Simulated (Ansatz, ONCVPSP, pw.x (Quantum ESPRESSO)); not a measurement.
# pw.x on diamond Si: one setting changed

Potential: optimised norm-conserving Vanderbilt (ONCV), ONCVPSP 4.0.1.1 (patched build), PBE; core [Ne], reference 3s2 3p1; waves: 3s: rc 1.70 bohr, ncon 4, nbas 7, qcut 3.6 1/bohr, 2 projectors, debl 0.4 Ha; 3p: rc 2.08 bohr, ncon 3, nbas 7, qcut 3.7 1/bohr, 2 projectors, debl 1 Ha; local part: polynomial inside 1.10 bohr (lpopt 4, dvloc0 0 Ha); core correction: polynomial model core, fcfact 0.75. In the s channel the program set the typed energies aside and used -0.700, 0.250 Ha.

The reference run (k-mesh 8³, cutoffs 80/320 Ry, Fermi–Dirac 0.01 Ry, mixing_beta 0.4, conv_thr 1e-9, no spin) gives 0.44 GPa at 20.463 Å³/atom, where all-electron LAPW gives -0.05 GPa. This run, with its own iteration cap, changes k-mesh shift to 1.

```
&control
  calculation='scf', prefix='x', pseudo_dir='./', outdir='./tmp', tstress=.true., disk_io='none'
/
&system
  ibrav=0, nat=2, ntyp=1, ecutwfc=80, ecutrho=320, nbnd=11,
  occupations='smearing', smearing='fd', degauss=0.01
/
&electrons
  conv_thr=1e-09, mixing_beta=0.4, electron_maxstep=60
/
ATOMIC_SPECIES
Si 1.0 Si.UPF
CELL_PARAMETERS angstrom
  0.00000000 2.73520428 2.73520428
  2.73520428 0.00000000 2.73520428
  2.73520428 2.73520428 0.00000000
ATOMIC_POSITIONS crystal
Si 0.0000 0.0000 0.0000
Si 0.2500 0.2500 0.2500
K_POINTS automatic
8 8 8 1 1 1
```

```bash
pw.x < Si.scf.in > Si.scf.out
```

How does the run end?

It converges in 8 iterations; the free energy moves by -1.8 meV/atom and the pressure by +0.00 GPa.

```
Message from routine setup:
     using ibrav=0 with symmetry is DISCOURAGED, use correct ibrav instead
     lattice parameter (alat)  =       7.3098  a.u.
     unit-cell volume          =     276.1823 (a.u.)^3
     number of electrons       =         8.00
     number of Kohn-Sham states=           11
     kinetic-energy cutoff     =      80.0000  Ry
     charge density cutoff     =     320.0000  Ry
     scf convergence threshold =      1.0E-09
     Exchange-correlation= PBE
     number of k points=    60  Fermi-Dirac smearing, width (Ry)=  0.0100
     iteration #  1     ecut=    80.00 Ry     beta= 0.40
     total energy              =     -22.83169651 Ry
     estimated scf accuracy    <       0.06226670 Ry
     iteration #  2     ecut=    80.00 Ry     beta= 0.40
     total energy              =     -22.82799740 Ry
     estimated scf accuracy    <       0.01908856 Ry
     iteration #  3     ecut=    80.00 Ry     beta= 0.40
     total energy              =     -22.82895281 Ry
     estimated scf accuracy    <       0.00043318 Ry
     iteration #  4     ecut=    80.00 Ry     beta= 0.40
     total energy              =     -22.82899224 Ry
     estimated scf accuracy    <       0.00000223 Ry
     iteration #  5     ecut=    80.00 Ry     beta= 0.40
     total energy              =     -22.82899392 Ry
     estimated scf accuracy    <       0.00000024 Ry
     iteration #  6     ecut=    80.00 Ry     beta= 0.40
     total energy              =     -22.82899396 Ry
     estimated scf accuracy    <       0.00000002 Ry
     iteration #  7     ecut=    80.00 Ry     beta= 0.40
     total energy              =     -22.82899397 Ry
     estimated scf accuracy    <          1.2E-09 Ry
     iteration #  8     ecut=    80.00 Ry     beta= 0.40
     the Fermi energy is     6.3429 ev
!    total energy              =     -22.82899397 Ry
     estimated scf accuracy    <          8.0E-11 Ry
     smearing contrib. (-TS)   =      -0.00017856 Ry
     The total energy is F=E-TS. E is the sum of the following terms:
     one-electron contribution =       4.89181189 Ry
     hartree contribution      =       1.11395693 Ry
     xc contribution           =     -12.15973016 Ry
     ewald contribution        =     -16.67485408 Ry
     convergence has been achieved in   8 iterations
          total   stress  (Ry/bohr**3)                   (kbar)     P=        4.44
     Message from routine punch:
     Nothing written, as per user request (disk_io='none')
```

The run took about 64 s on one core of a shared host (Neoverse-N1, 64 threads, 124 GiB, load 52).
